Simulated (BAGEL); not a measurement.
# C2H8Si (SiEtH3) at B3LYP/6-31G(d) (density fitting with qzvpp-jkfit, spherical functions)

Aim: the energy change on altering one bond length of C2H8Si (SiEtH3) at B3LYP/6-31G* (density fitting with qzvpp-jkfit, spherical functions), from 2 runs. 

The results are computed with BAGEL 1.2.2.

### Step 1. The system as given

C2H8Si has 11 atoms, charge 0, and is taken as a singlet. SMILES: `[H][Si]([H])([H])CC`. Geometry: relaxed at GFN2-xTB.

Bond lengths: Si1–C2 1.902 Å, C2–C3 1.525 Å, C2–H4 1.092 Å, C2–H5 1.092 Å, C3–H6 1.090 Å, C3–H7 1.088 Å, C3–H8 1.088 Å, Si1–H9 1.465 Å, Si1–H10 1.466 Å, Si1–H11 1.465 Å. Some angles: Si1–C2–C3 113.0°, Si1–C2–H4 109.8°, Si1–C2–H5 109.6°, C3–C2–H4 108.9°, C3–C2–H5 109.0°, C2–Si1–H9 109.6°, C2–Si1–H10 109.5°, C2–Si1–H11 109.2°, C2–C3–H6 111.0°, C2–C3–H7 110.7°.

### Step 2. A single-point energy at B3LYP/6-31G(d) (density fitting with qzvpp-jkfit, spherical functions)

File calc.json:

```json
{ "bagel" : [

{
  "title" : "molecule",
  "basis" : "6-31gs.json",
  "df_basis" : "qzvpp-jkfit",
  "angstrom" : true,
  "geometry" : [
    { "atom" : "Si", "xyz" : [   -0.305440,   -0.417630,   -1.398980 ] },
    { "atom" : "C", "xyz" : [   -0.287510,   -0.416870,    0.502940 ] },
    { "atom" : "C", "xyz" : [    0.524350,    0.732830,    1.090360 ] },
    { "atom" : "H", "xyz" : [    0.119170,   -1.361270,    0.869600 ] },
    { "atom" : "H", "xyz" : [   -1.310740,   -0.357840,    0.879710 ] },
    { "atom" : "H", "xyz" : [    0.505600,    0.708020,    2.179840 ] },
    { "atom" : "H", "xyz" : [    1.562010,    0.673650,    0.768570 ] },
    { "atom" : "H", "xyz" : [    0.123950,    1.691430,    0.766640 ] },
    { "atom" : "H", "xyz" : [    1.069910,   -0.448540,   -1.903060 ] },
    { "atom" : "H", "xyz" : [   -0.970690,    0.795280,   -1.883150 ] },
    { "atom" : "H", "xyz" : [   -1.030600,   -1.599060,   -1.872470 ] }
  ]
},
{ "title" : "ks", "xc_func" : "b3lyp" },
{ "title" : "print", "file" : "orbitals.molden", "orbitals" : true }

]}
```

The basis set 6-31G* is read from a file made from the Basis Set Exchange's data (not shown).

Command:

```bash
$ BAGEL_NUM_THREADS=1 BAGEL calc.json > calc.out
```

The log of the run:

```text
* using 1 threads per process

  ===============================================================
  ===============================================================

  *** Geometry ***

  { "atom" : "Si", "xyz" : [     -0.577198,     -0.789206,     -2.643689 ] },
  { "atom" : "C", "xyz" : [     -0.543315,     -0.787770,      0.950419 ] },
  { "atom" : "C", "xyz" : [      0.990878,      1.384848,      2.060482 ] },
  { "atom" : "H", "xyz" : [      0.225199,     -2.572427,      1.643306 ] },
  { "atom" : "H", "xyz" : [     -2.476940,     -0.676220,      1.662411 ] },
  { "atom" : "H", "xyz" : [      0.955446,      1.337964,      4.119301 ] },
  { "atom" : "H", "xyz" : [      2.951771,      1.273014,      1.452387 ] },
  { "atom" : "H", "xyz" : [      0.234232,      3.196339,      1.448740 ] },
  { "atom" : "H", "xyz" : [      2.021837,     -0.847618,     -3.596262 ] },
  { "atom" : "H", "xyz" : [     -1.834338,      1.502861,     -3.558638 ] },
  { "atom" : "H", "xyz" : [     -1.947552,     -3.021785,     -3.538455 ] },

  Number of auxiliary basis functions:      422

  Since a DF basis is specified, we compute 2- and 3-index integrals:
    o Being stored without compression. Storage requirement is 0.013 GB

  Number of basis functions:       62
  Number of electrons      :       34

    * METHOD: MOLECULE                             0.15

  *** Kohn-Sham DFT ***

    * Removing 20209 points whose weight is below 1.00e-10
    * Grid points: 143757

  === Nuclear Repulsion ===
   112.6449176476

       - DIIS with orbital gradients will be used.

  === KS iteration (b3lyp / 6-31gs.json) ===
      0       -347.48702855          0.15759871           0.31
      1       -352.46651313          0.11964311           0.31
      2       -344.26690839          0.18516700           0.30
      3       -367.09612492          0.11264599           0.30
      4       -369.58168446          0.05545853           0.30
      5       -370.10849340          0.03786088           0.30
      6       -370.43871432          0.01477149           0.29
      7       -370.51044712          0.00404171           0.29
      8       -370.51587547          0.00104246           0.28
      9       -370.51619553          0.00013404           0.28
     10       -370.51620110          0.00003658           0.28
     11       -370.51620163          0.00000708           0.28
     12       -370.51620165          0.00000278           0.28
     13       -370.51620165          0.00000044           0.29
     14       -370.51620165          0.00000006           0.30
     15       -370.51620165          0.00000004           0.30
     16       -370.51620165          0.00000001           0.29
    * SCF iteration converged.

    * Permanent dipole moment:
           (   -0.002161,     0.001695,    -0.265984) a.u.

    * METHOD: KS                                   5.62

    * METHOD: PRINT                                0.01

  ===============================================================
```

Run time: 6 s. Hardware: 1 thread of Arm Neoverse V2, shared host; peak memory 0.42 GiB.

### Step 3. The distorted shape

File dft.json:

```json
{ "bagel": [

{
  "title": "molecule",
  "basis": "6-31gs.json",
  "df_basis": "qzvpp-jkfit",
  "angstrom": true,
  "geometry": [
    { "atom": "Si", "xyz": [      -0.549022,      -0.762574,      -1.575223 ] },
    { "atom": "C", "xyz": [      -0.531092,      -0.761814,       0.326697 ] },
    { "atom": "C", "xyz": [       0.524350,       0.732830,       1.090360 ] },
    { "atom": "H", "xyz": [      -0.124412,      -1.706214,       0.693357 ] },
    { "atom": "H", "xyz": [      -1.554322,      -0.702784,       0.703467 ] },
    { "atom": "H", "xyz": [       0.505600,       0.708020,       2.179840 ] },
    { "atom": "H", "xyz": [       1.562010,       0.673650,       0.768570 ] },
    { "atom": "H", "xyz": [       0.123950,       1.691430,       0.766640 ] },
    { "atom": "H", "xyz": [       0.826328,      -0.793484,      -2.079303 ] },
    { "atom": "H", "xyz": [      -1.214272,       0.450336,      -2.059393 ] },
    { "atom": "H", "xyz": [      -1.274182,      -1.944004,      -2.048713 ] }
  ]
},

{
  "title": "ks",
  "xc_func": "b3lyp"
},

{
  "title": "print",
  "file": "orbitals.molden",
  "orbitals": true
}

]}
```

The basis set 6-31G* is read from a file made from the Basis Set Exchange's data (not shown).

Command:

```bash
$ BAGEL_NUM_THREADS=1 BAGEL dft.json > dft.out
```

The log of the run:

```text
* using 1 threads per process

  ===============================================================
  ===============================================================

  *** Geometry ***

  { "atom" : "Si", "xyz" : [     -1.037501,     -1.441056,     -2.976740 ] },
  { "atom" : "C", "xyz" : [     -1.003618,     -1.439620,      0.617368 ] },
  { "atom" : "C", "xyz" : [      0.990878,      1.384848,      2.060482 ] },
  { "atom" : "H", "xyz" : [     -0.235105,     -3.224277,      1.310255 ] },
  { "atom" : "H", "xyz" : [     -2.937243,     -1.328069,      1.329360 ] },
  { "atom" : "H", "xyz" : [      0.955446,      1.337964,      4.119301 ] },
  { "atom" : "H", "xyz" : [      2.951771,      1.273014,      1.452387 ] },
  { "atom" : "H", "xyz" : [      0.234232,      3.196339,      1.448740 ] },
  { "atom" : "H", "xyz" : [      1.561534,     -1.499467,     -3.929313 ] },
  { "atom" : "H", "xyz" : [     -2.294642,      0.851012,     -3.891689 ] },
  { "atom" : "H", "xyz" : [     -2.407855,     -3.673635,     -3.871506 ] },

  Number of auxiliary basis functions:      422

  Since a DF basis is specified, we compute 2- and 3-index integrals:
    o Being stored without compression. Storage requirement is 0.013 GB

  Number of basis functions:       62
  Number of electrons      :       34

    * METHOD: MOLECULE                             0.14

  *** Kohn-Sham DFT ***

    * Removing 19077 points whose weight is below 1.00e-10
    * Grid points: 144889

  === Nuclear Repulsion ===
   105.5870523703

       - DIIS with orbital gradients will be used.

  === KS iteration (b3lyp / 6-31gs.json) ===
      0       -336.21778718          0.13762042           0.29
      1       -235.49210652          0.19945278           0.29
      2       -283.97838449          0.11376668           0.29
      3       -348.95648902          0.14869329           0.29
      4       -359.33933354          0.11012107           0.29
      5       -365.94430736          0.08062929           0.29
      6       -367.16709075          0.07452747           0.29
      7       -353.79627769          0.10611333           0.29
      8       -347.57215645          0.13259481           0.28
      9       -370.31212429          0.02207956           0.29
     10       -370.43291538          0.01026673           0.29
     11       -370.45855024          0.00523891           0.29
     12       -370.46800062          0.00102419           0.29
     13       -370.46831670          0.00020600           0.29
     14       -370.46833073          0.00005569           0.28
     15       -370.46833181          0.00000926           0.29
     16       -370.46833185          0.00000149           0.29
     17       -370.46833185          0.00000046           0.29
     18       -370.46833185          0.00000010           0.29
     19       -370.46833185          0.00000004           0.29
     20       -370.46833185          0.00000001           0.29
     21       -370.46833185          0.00000000           0.29
    * SCF iteration converged.

    * Permanent dipole moment:
           (   -0.023144,    -0.027234,    -0.273963) a.u.

    * METHOD: KS                                   7.00

    * METHOD: PRINT                                0.01

  ===============================================================
```

It took 7.5 s on 1 thread of Arm Neoverse V2, shared host; peak memory 0.42 GiB.

### Step 4. What came out

Level: B3LYP/6-31G* (density fitting with qzvpp-jkfit, spherical functions).

```
                                                         quantity          value
                                        first shape: total energy  -370.51620 Eh
                                       first shape: dipole moment         0.68 D
                                         first shape: HOMO energy       -8.08 eV
                                         first shape: LUMO energy        1.10 eV
                                       first shape: HOMO–LUMO gap        9.18 eV
                                    distorted shape: total energy  -370.46833 Eh
                                   distorted shape: dipole moment         0.70 D
                                     distorted shape: HOMO energy       -7.92 eV
                                     distorted shape: LUMO energy        0.63 eV
                                   distorted shape: HOMO–LUMO gap        8.56 eV
energy change with the C2–C3 bond stretched from 1.525 to 1.983 Å       1.303 eV
```

In words: With the C2–C3 bond stretched from 1.525 to 1.983 Å the energy rises by 1.30 eV (30 kcal/mol). The first shape isn't relaxed at this level, so the change isn't measured from a minimum.
